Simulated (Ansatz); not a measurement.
# 1T (CdI2-type) PtS2

Computed with r²SCAN in Ansatz (PAW).

Cell: relaxed at this level.

For 1T (CdI2-type) PtS2, the interlayer binding energy is 4.5 meV/Å². The layer repeat distance is 5.611 Å and the gap between the layers comes out as 3.144 Å.

Note: the cell comes from a level without a dispersion term, which matters for the spacing of layers, chains or molecules; the cell has widely spaced layers and the level no dispersion term, so their spacing and the moduli can rest on weak binding.

Spin–orbit coupling is not included.

Computed values are for the static lattice.

Ansatz is an electronic-structure program.
